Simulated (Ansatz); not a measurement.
A made-up structure of Si2NH2, doublet:

N1  (2.013, 0.193, -1.385)
Si2  (-0.232, -0.598, 1.138)
Si3  (0.272, 0.328, -0.872)
H4  (-0.951, 0.410, -1.716)
H5  (0.848, 1.685, -0.672)
(Å)

It is relaxed with PBE-D4/def2-SVP and then PBE0-D4/def2-TZVP (Ansatz 0.2.0). Atoms count as bonded within 1.22 times the sum of their covalent radii (H–H: 0.88 Å). The end point is not checked to be a true minimum.

Question: Does its bonding change? (Judge from chemistry; the calculation decides.)

Answer: By the calculation: Yes. Formed: N1–Si2; broken: none.

Where it ends: The first stage lowers the energy by 4.64 eV in 13 steps. It ends as Si₂NH₂ ([N]1[Si][SiH2]1):
```
5
angstrom
N 1.3973 -0.3953 -0.5898
Si 0.6800 -0.9878 0.7576
Si 0.1587 0.7284 -0.9006
H -0.7298 0.5010 -2.0668
H 0.4445 2.1714 -0.7072
```

Labels in which every atom is bracketed show which atoms are joined, not bond orders.

For scale, one of the runs: PBE0-D4/def2-TZVP relaxation, 117 basis functions, launched by `ansatz run in.yaml --threads 2 --pin off --events-out ev --progress --plain --max-ram 4352MiB`. Hardware: 2 CPU threads of an Arm Neoverse V1, shared host. Wall time about 18 s.
